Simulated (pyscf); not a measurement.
PySCF, gas phase, ωB97X-D3(BJ)/def2-SVP geometries.

### Question
For the elementary gas-phase step H₂S + Cl–Ge:–Cl [singlet] → S=Ge(Cl)–Cl + hydrogen (H₂) (singlet surface; H–S, H–S broken, Ge–S, H–H formed), what barrier and reaction energy does ωB97M-D3(BJ)/def2-TZVP give, measured from the separated reactants?

### Answer
ΔE‡ = 2.43 eV, ΔE = +0.59 eV. Zero-point energy shifts the barrier by -0.05 eV. It is a concerted two-bond exchange, with an imaginary mode of 977i cm⁻¹. On the reactant side the descent ends in a bound adduct, 0.52 eV under the separated species and 2.84 eV under the saddle at ωB97X-D3(BJ)/def2-TZVP. At ωB97X-D3(BJ)/def2-TZVP the barrier from the zero used here is 2.33 eV. The same reactants have a lower exit, to HS–Ge:–Cl [singlet] + HCl (barrier +0.39 eV at ωB97M-D3(BJ)/def2-TZVP, against +2.43 eV here). One saddle was located; it need not be the lowest between these sides. Elements up to Kr have no core potential and no relativistic terms here.
